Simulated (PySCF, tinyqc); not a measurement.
A ladder of methods, and size consistency: correlation methods against full CI in the sto-6g basis, for BH, spin multiplicity 1. Computed by the program tinyqc with PySCF. All electrons correlated; +Q is the Davidson correction (1 - c0^2) E_corr. The last columns treat two copies 100 angstrom apart as one system. FCI is the lowest singlet.

Geometry (angstrom):
```
atom,x,y,z
B,0.0000,0.0000,0.0000
H,0.0000,0.0000,1.0650
```

RHF energy of one = -24.988978 hartree

Correlation energies (hartree):
```
method,E_corr of one,share of FCI (%),E_corr of two at 100 angstrom,two minus twice one (mhartree)
MP2,-0.02657,49.933,-0.05314,0.000
CISD,-0.05173,97.221,-0.09627,7.194
CISD+Q,-0.05595,105.150,-0.10861,3.289
CCSD,-0.05302,99.637,-0.10604,-2.08e-05
CCSD(T),-0.05310,99.782,-0.10619,-2.06e-05
FCI,-0.05321,100.000,-,-
```

What does the comparison show, and why?

MP2 recovers 50 %, CISD 97.2 % and CCSD 99.6 % of the FCI value (c0^2 = 0.918 in CISD). MP2 and coupled cluster are size consistent, so their last column vanishes; CISD loses 7.19 mhartree, since a double excitation on each copy is a quadruple of the pair, and the Davidson correction leaves +3.29. The restricted reference is unstable here: a spin-polarised solution lies 0.0159 hartree lower (PySCF), so results built on it describe a poor reference.
